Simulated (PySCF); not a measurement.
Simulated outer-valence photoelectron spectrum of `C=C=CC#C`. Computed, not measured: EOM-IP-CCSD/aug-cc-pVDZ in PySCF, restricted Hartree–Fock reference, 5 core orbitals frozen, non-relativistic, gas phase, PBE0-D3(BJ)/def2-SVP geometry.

Each root has a Gaussian of 0.5 eV full width with its one-hole share as area; cross sections and vibrations are left out, and the highest printed point is 100.

```csv
ionisation energy (eV),intensity
8.6,0
8.8,4
9.0,22
9.2,51
9.4,50
9.6,20
9.8,4
10.0,6
10.2,34
10.4,84
10.6,100
10.8,58
11.0,16
11.2,2
11.4,1
11.6,6
11.8,27
12.0,54
12.2,44
12.4,15
12.6,2
12.8,0
13.0,0
13.2,0
13.4,0
13.6,0
13.8,0
14.0,0
14.2,0
14.4,0
14.6,0
14.8,1
15.0,11
15.2,38
15.4,63
15.6,74
15.8,98
16.0,94
16.2,46
16.4,11
16.6,1
16.8,3
17.0,17
17.2,45
17.4,51
17.6,23
17.8,4
18.0,0
```

Where are the maxima, and how many lines lie under the curve?

5 maxima, at 9.3, 10.6, 12.1, 15.9 and 17.3 eV, from 8 lines. At this width some lines have no maximum of their own.

List the lines with their holes.

| E (eV) | leading hole (HF orbital) | area | Koopmans (eV) |
| --- | --- | --- | --- |
| 9.29 | HOMO | 0.96 | 9.31 |
| 10.46 | HOMO-1 | 0.95 | 10.75 |
| 10.64 | HOMO-2 | 0.96 | 10.86 |
| 12.05 | HOMO-3 | 0.94 | 12.66 |
| 15.38 | HOMO-4 | 0.92 | 16.83 |
| 15.82 | HOMO-5 | 0.93 | 17.55 |
| 16.00 | HOMO-6 | 0.93 | 17.94 |
| 17.32 | HOMO-7 | 0.92 | 19.24 |

The widest gap, 3.33 eV, lies between 12.05 and 15.38 eV. Only orbitals with −ε under 21 eV, eight at most, were ionised, so the high end of the curve may lack lines.
